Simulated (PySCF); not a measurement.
Borane phosphine, BH6P.
InChI=1S/BH6P/c1-2/h1-2H3

Linear response at PBE0/aug-cc-pVTZ (PySCF, frozen core in the response, non-relativistic). Geometry: PBE0-D3(BJ)/def2-TZVP; no solvent, vibrations or thermal averaging.

Static isotropic polarisability: 48.01 au (7.11 Å³), principal values 42.9, 42.9, 58.3 au.

Question: What is the polarisability at 1064 nm and at the sodium D line?

Answer: 48.50 au at 1064 nm (+1.0 %), 49.68 au at 589.3 nm (+3.5 %). The rise at 589.3 nm is 3.37 times that at 1064 nm; a pure ω² law gives 3.26. The lowest singlet lies at 174 nm, shorter than both wavelengths.

Question: What is the isotropic C6 coefficient between two such molecules, C6 = (3/π)∫α(iω)² dω?

Answer: 802.3 au (Eh·bohr⁶) by a ten-point quadrature over imaginary frequencies, which is 479 eV·Å⁶ or 46.3 J·nm⁶/mol.

Question: Which effective excitation energy ω̄ makes London's formula C6 = (3/4)α²ω̄ exact here?

Answer: ω̄ = 4·C6/(3α²) = 0.464 Eh = 12.6 eV. A one-pole form α(ω) = α/(1 − ω²/ω̄²) fitted to the 1064 nm value gives 11.5 eV.

Question: What three-body coefficient follows from the one-pole estimate C9 = (3/4)·α·C6?

Answer: 28900 au. This is an estimate from the two numbers above, not a computed integral.

Question: How anisotropic is the static polarisability, by Δα² = ½[(α1 − α2)² + (α2 − α3)² + (α3 − α1)²]?

Answer: Δα = 15.4 au, or 0.32 of the isotropic value.

Question: How many electrons N does the Slater–Kirkwood formula C6 = (3/4)·√N·α^(3/2) need to give this C6?

Answer: N = (4·C6/3)²/α³ = 10.3; the species has 26 electrons in all.
